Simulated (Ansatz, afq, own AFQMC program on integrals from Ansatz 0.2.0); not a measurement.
Two steps: Ansatz 0.2.0 writes the Fock matrix and Cholesky factors of the valence space, and afq projects on them the lowest state that overlaps trial and start.

```yaml
crystal:
  periodic: [false, false, false]
  atoms:
    - {symbol: Si, position_ang: [0.000000, -0.034690, 0.693631]}
    - {symbol: O, position_ang: [0.000000, 0.114677, -1.327858]}
    - {symbol: H, position_ang: [1.203564, -0.756128, 1.191387]}
    - {symbol: H, position_ang: [0.000000, 1.355241, 1.203582]}
    - {symbol: H, position_ang: [-1.203564, -0.756128, 1.191387]}
    - {symbol: H, position_ang: [0.000000, -0.696696, -1.836309]}
basis:
  gaussian: {orbitals: 6-31G}
magnetization: {spin_polarized: false}
correlation: {method: ccsd_t, electrons: outside_noble_gas, hamiltonian_folder: ham}
```

```sh
$ ansatz run in.yaml --threads 1 --pin off --events-out ev --progress --plain --max-ram 1382MiB
```

Options of the walk:

```
--method free --trial mp1 --walkers 50 --time-step 0.01 --max-blocks 60 --target-error 0.0009 --factor-cut 1e-05 --seed 6015 --times 0.0,0.4,0.8,1.6,2.4 --taylor-order 10
```

Times are imaginary, in 1/Eh. The walk had a cap of 213 s.

```
orbitals 24  electrons 7 7  factors 163 of 343
reference energy -366.01069228 Eh
CCSD correlation -0.21049731 Eh in 10 cycles, weight of the determinant in the CISD state 0.9026
repeat  energy at the last time / Eh  error
    10  -366.227081  0.001772
    20  -366.226285  0.001243
    30  -366.225595  0.000945
    40  -366.225622  0.000783
time / (1/Eh)  energy / Eh  error  mean overlap
  0.00  -366.222117  0.000613  1.0860
  0.40  -366.225115  0.000595  1.0856
  0.80  -366.226415  0.000542  1.0934
  1.60  -366.224979  0.000643  1.1132
  2.40  -366.225450  0.000774  1.1115
energy -366.225450 +/- 0.000774 Eh
```

(1) Estimate how long the walk took on 1 thread of Intel(R) Xeon(R) Platinum 8259CL CPU @ 2.50GHz (Skylake/Cascade Lake) (shared host).

The run passed its tests (error under three times the target), which doesn't prove that it has relaxed.

Against this walk (error 21.1 meV) on the same determinant: CCSD(T) 20.6 meV higher (within the noise), CCSDT(Q) 13.9 meV lower (within the noise). The error is statistical, and a free projection of finite length keeps a remainder of its start.

Cautions: remainder of the start not in the error.

Answers

(1) 34 s of wall time.

CCSDT and higher add their correlation energy to the determinant of the CCSD(T) run, since their own runs factorise the integrals more tightly (a shift of under 2 meV). A walk keeps the symmetry of its determinant, which the program's search chose and which needn't be the lowest solution, so a lower state of the same spin and another symmetry isn't excluded.
